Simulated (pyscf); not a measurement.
Routes from HO–Si:–OH [singlet]

Candidate steps break at most two bonds and form at most two. Each was searched with GFN2-xTB (tblite) first. Structures and frequencies: ωB97X-D3(BJ)/def2-SVP in PySCF. Correlated levels are frozen-core, on RHF or UHF. ΔMP2 is the change of the MP2 total energy from the triple- to the quadruple-zeta basis. Energies: CCSD(T)/def2-TZVPP + ΔMP2(QZVPP), kJ/mol, from the reactant's lowest minimum found, singlet surface; ΔG‡ with ideal gas, 1 atm, RRHO with modes under 100 cm⁻¹ raised to 100, one conformer, R ln 2 for chiral ones without a mode under 150 cm⁻¹.

| products | type | ΔE‡ | ΔE | ΔG‡ 298 K | ΔG‡ 900 K | ν‡ (cm⁻¹) |
|---|---|---|---|---|---|---|
| H₂O + O=Si: [singlet] | elimination | 179.0 | +162.1 | 167.1 | 169.6 | 1207i |
| O=SiH–OH | hydrogen shift | 262.3 | +34.0 | 243.3 | 237.5 | 1504i |

Row 1: On the product side the descent ends in a bound adduct, 36.9 kJ/mol under the separated species and 33.4 kJ/mol under the saddle at ωB97X-D3(BJ)/def2-TZVP. 

Plain bond fissions and candidates not yet searched are not listed, and one of them may be faster. Each barrier is that of the saddle found; lower ones may exist. The CCSD(T) − MP2 part came from Ansatz, without density fitting, on the same reference.
